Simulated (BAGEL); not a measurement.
# B3LYP/6-31G(d) (density fitting with qzvpp-jkfit, spherical functions) run of C2H2F2O (SMILES O=CC(F)F)

Aim: the energy change on altering one bond length of C2H2F2O at B3LYP/6-31G* (density fitting with qzvpp-jkfit, spherical functions), from 2 runs. 

The calculation is run with BAGEL 1.2.2.

16 further runs of the same task are left out: 16 set aside as unsound or not needed.

## 1. The system as given

C2H2F2O has 7 atoms, charge 0, and is taken as a singlet. As SMILES, `O=CC(F)F`. The coordinates come from a GFN2-xTB relaxation. This is one conformer, not always the lowest.

Bond lengths: O1–C2 1.190 Å, C2–C3 1.538 Å, C3–F4 1.353 Å, C3–F5 1.352 Å, C2–H6 1.102 Å, C3–H7 1.100 Å. Angles: O1–C2–C3 123.6°, C2–C3–F4 109.0°, C2–C3–F5 109.1°, F4–C3–F5 106.8°, O1–C2–H6 124.1°, C3–C2–H6 112.3°, C2–C3–H7 113.6°, F4–C3–H7 109.0°, F5–C3–H7 109.1°.

## 2. A single-point energy at B3LYP/6-31G(d) (density fitting with qzvpp-jkfit, spherical functions)

The input, dft.json:

```json
{ "bagel": [

{
  "title": "molecule",
  "basis": "6-31gs.json",
  "df_basis": "qzvpp-jkfit",
  "angstrom": true,
  "geometry": [
    { "atom": "O", "xyz": [   -1.298000,    1.002240,    0.935460 ] },
    { "atom": "C", "xyz": [   -0.279560,    0.409670,    0.769870 ] },
    { "atom": "C", "xyz": [    0.114540,   -0.251320,   -0.562250 ] },
    { "atom": "F", "xyz": [    0.316750,   -1.572770,   -0.356070 ] },
    { "atom": "F", "xyz": [    1.293430,    0.263870,   -0.979390 ] },
    { "atom": "H", "xyz": [    0.487740,    0.270980,    1.549300 ] },
    { "atom": "H", "xyz": [   -0.634900,   -0.122670,   -1.356910 ] }
  ]
},
{ "title": "ks", "xc_func": "b3lyp" },
{ "title": "print", "file": "orbitals.molden", "orbitals": true }

]}
```

The basis set 6-31G* is read from a file made from the Basis Set Exchange's data (not shown).

Started as:

```bash
BAGEL_NUM_THREADS=1 BAGEL dft.json > dft.out
```

Output:

```text
* using 1 threads per process

  ===============================================================
  ===============================================================

  *** Geometry ***

  { "atom" : "O", "xyz" : [     -2.452865,      1.893959,      1.767763 ] },
  { "atom" : "C", "xyz" : [     -0.528292,      0.774164,      1.454843 ] },
  { "atom" : "C", "xyz" : [      0.216449,     -0.474926,     -1.062499 ] },
  { "atom" : "F", "xyz" : [      0.598571,     -2.972105,     -0.672875 ] },
  { "atom" : "F", "xyz" : [      2.444228,      0.498642,     -1.850779 ] },
  { "atom" : "H", "xyz" : [      0.921695,      0.512078,      2.927753 ] },
  { "atom" : "H", "xyz" : [     -1.199787,     -0.231813,     -2.564188 ] },

  Number of auxiliary basis functions:      417

  Since a DF basis is specified, we compute 2- and 3-index integrals:
    o Being stored without compression. Storage requirement is 0.018 GB

  Number of basis functions:       74
  Number of electrons      :       40

    * METHOD: MOLECULE                             0.14

  *** Kohn-Sham DFT ***

    * Removing 12914 points whose weight is below 1.00e-10
    * Grid points: 91428

  === Nuclear Repulsion ===
   174.4159773395

       - DIIS with orbital gradients will be used.

  === KS iteration (b3lyp / 6-31gs.json) ===
      0       -320.21281816          0.13980971           0.26
      1       -247.40343448          0.22205612           0.25
      2       -281.30615179          0.20543932           0.38
      3       -348.33885851          0.09315159           0.25
      4       -351.32122917          0.04899843           0.25
      5       -351.71701477          0.04125700           0.25
      6       -352.27179788          0.00502023           0.30
      7       -352.27857165          0.00240200           0.27
      8       -352.28025211          0.00069252           0.36
      9       -352.28040967          0.00012456           0.30
     10       -352.28041564          0.00003970           0.24
     11       -352.28041629          0.00000484           0.29
     12       -352.28041630          0.00000138           0.30
     13       -352.28041630          0.00000057           0.26
     14       -352.28041630          0.00000035           0.27
     15       -352.28041630          0.00000009           0.24
     16       -352.28041630          0.00000004           0.24
     17       -352.28041630          0.00000001           0.24
    * SCF iteration converged.

    * Permanent dipole moment:
           (   -0.162287,     0.104024,     0.063306) a.u.

    * METHOD: KS                                   5.31

    * METHOD: PRINT                                0.01

  ===============================================================
```

It took 6 s on 1 thread of Intel Xeon 6975P-C (Granite Rapids), shared host; peak memory 0.33 GiB.

## 3. The distorted shape

The input, input.json:

```json
{ "bagel" : [

{
  "title" : "molecule",
  "basis" : "6-31gs.json",
  "df_basis" : "qzvpp-jkfit",
  "angstrom" : true,
  "geometry" : [
    { "atom" : "O", "xyz" : [   -1.357116,    1.101391,    1.135283 ] },
    { "atom" : "C", "xyz" : [   -0.338676,    0.508821,    0.969693 ] },
    { "atom" : "C", "xyz" : [    0.114540,   -0.251320,   -0.562250 ] },
    { "atom" : "F", "xyz" : [    0.316750,   -1.572770,   -0.356070 ] },
    { "atom" : "F", "xyz" : [    1.293430,    0.263870,   -0.979390 ] },
    { "atom" : "H", "xyz" : [    0.428624,    0.370131,    1.749123 ] },
    { "atom" : "H", "xyz" : [   -0.634900,   -0.122670,   -1.356910 ] }
  ]
},
{ "title" : "ks", "xc_func" : "b3lyp", "charge" : 0 },
{ "title" : "print", "file" : "orbitals.molden", "orbitals" : true }

]}
```

The basis set 6-31G* is read from a file made from the Basis Set Exchange's data (not shown).

Started as:

```bash
BAGEL_NUM_THREADS=1 BAGEL input.json > input.out
```

Output:

```text
* using 1 threads per process

  ===============================================================
  ===============================================================

  *** Geometry ***

  { "atom" : "O", "xyz" : [     -2.564578,      2.081327,      2.145374 ] },
  { "atom" : "C", "xyz" : [     -0.640005,      0.961532,      1.832454 ] },
  { "atom" : "C", "xyz" : [      0.216449,     -0.474926,     -1.062499 ] },
  { "atom" : "F", "xyz" : [      0.598571,     -2.972105,     -0.672875 ] },
  { "atom" : "F", "xyz" : [      2.444228,      0.498642,     -1.850779 ] },
  { "atom" : "H", "xyz" : [      0.809982,      0.699446,      3.305363 ] },
  { "atom" : "H", "xyz" : [     -1.199787,     -0.231813,     -2.564188 ] },

  Number of auxiliary basis functions:      417

  Since a DF basis is specified, we compute 2- and 3-index integrals:
    o Being stored without compression. Storage requirement is 0.018 GB

  Number of basis functions:       74
  Number of electrons      :       40

    * METHOD: MOLECULE                             0.12

  *** Kohn-Sham DFT ***

    * Removing 12397 points whose weight is below 1.00e-10
    * Grid points: 91945

  === Nuclear Repulsion ===
   168.1956626484

       - DIIS with orbital gradients will be used.

  === KS iteration (b3lyp / 6-31gs.json) ===
      0       -321.36771328          0.14796959           0.25
      1       -259.43244263          0.16993597           0.23
      2       -279.83651196          0.19649584           0.26
      3       -339.10248483          0.11912282           0.32
      4       -327.12450238          0.15434705           0.22
      5       -333.66085292          0.15391610           0.22
      6       -333.78668626          0.15331749           0.30
      7       -246.05996865          0.19781834           0.23
      8       -348.39523963          0.07975047           0.22
      9       -348.55443396          0.09884073           0.25
     10       -351.99239887          0.02289137           0.25
     11       -352.17414983          0.01575094           0.22
     12       -352.24323850          0.00746835           0.22
     13       -352.26288118          0.00183823           0.22
     14       -352.26374328          0.00073391           0.23
     15       -352.26392936          0.00009491           0.22
     16       -352.26393246          0.00002615           0.22
     17       -352.26393269          0.00001160           0.22
     18       -352.26393274          0.00000134           0.26
     19       -352.26393274          0.00000106           0.23
     20       -352.26393274          0.00000031           0.22
     21       -352.26393274          0.00000015           0.23
     22       -352.26393274          0.00000003           0.21
     23       -352.26393274          0.00000001           0.21
    * SCF iteration converged.

    * Permanent dipole moment:
           (   -0.152022,     0.077083,     0.000090) a.u.

    * METHOD: KS                                   6.04

    * METHOD: PRINT                                0.01

  ===============================================================
```

Run time: 6.6 s. Hardware: 1 thread of Intel Xeon 6975P-C (Granite Rapids), shared host; peak memory 0.33 GiB.

## 4. What came out

At B3LYP/6-31G* (density fitting with qzvpp-jkfit, spherical functions):

| quantity | value |
| --- | --- |
| first shape: total energy | -352.28042 Eh |
| first shape: dipole moment | 0.52 D |
| first shape: HOMO energy | -7.70 eV |
| first shape: LUMO energy | -1.68 eV |
| first shape: HOMO–LUMO gap | 6.03 eV |
| distorted shape: total energy | -352.26393 Eh |
| distorted shape: dipole moment | 0.43 D |
| distorted shape: HOMO energy | -7.37 eV |
| distorted shape: LUMO energy | -1.53 eV |
| distorted shape: HOMO–LUMO gap | 5.85 eV |
| energy change with the C2–C3 bond stretched from 1.538 to 1.769 Å | 0.449 eV |

In words: With the C2–C3 bond stretched from 1.538 to 1.769 Å the energy rises by 0.45 eV (10.3 kcal/mol). The first shape isn't relaxed at this level, so the change isn't measured from a minimum.
